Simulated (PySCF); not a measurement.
CH3O, SMILES C=[OH+], charge +1. Atoms are numbered in the order given.

```xyz
5

C      0.0340    -0.6237     0.0000
O     -0.1305     0.6098     0.0000
H     -0.8750    -1.2245     0.0000
H      1.0294    -1.0721     0.0000
H      0.6854     1.1609     0.0000
```
Charge +1, spin multiplicity 1.

Geometry optimised at B3LYP-D3(BJ)/def2-TZVP. The isomer is the one that the SMILES or the coordinates give; other isomers of the formula were not compared.

Vertical ionisation energy (IE) and electron affinity (EA) in eV. Rows of orbital energies are one-electron estimates. Where ΔSCF, EOM or ADC give a negative EA the extra electron is unbound and the value depends on the basis.

```tsv
level	IE	EA
−ε(HOMO), −ε(LUMO), ωB97X/def2-TZVPD (PySCF)	21.08	7.46
−ε(HOMO), −ε(LUMO), PBE0/def2-TZVPD (PySCF)	[?]	[?]
ADC(2)/aug-cc-pVDZ (PySCF)	20.90	7.02
```

Fill in the missing entries. (An estimate is asked for; the answer gives what the named calculation found.)


- −ε(HOMO), −ε(LUMO), PBE0/def2-TZVPD (PySCF), IE: 18.57
- −ε(HOMO), −ε(LUMO), PBE0/def2-TZVPD (PySCF), EA: 10.05

Give the lowest 1s main lines (those of the lightest heavy element) from CVS-ADC(2)-x/aug-cc-pVDZ (PySCF, non-relativistic), with pole strengths. (The exact figures need the calculation; the answer reports its results.)

305.5 eV (1.51).

Beyond the first one, list the lowest photoelectron lines from ADC(2)/aug-cc-pVDZ in PySCF with their pole strengths (two spins summed). (Estimate from the structure and the level; the computed values follow.)

22.88 eV (1.78), 25.24 eV (1.81), 27.51 eV (1.80), 31.37 eV (1.77).
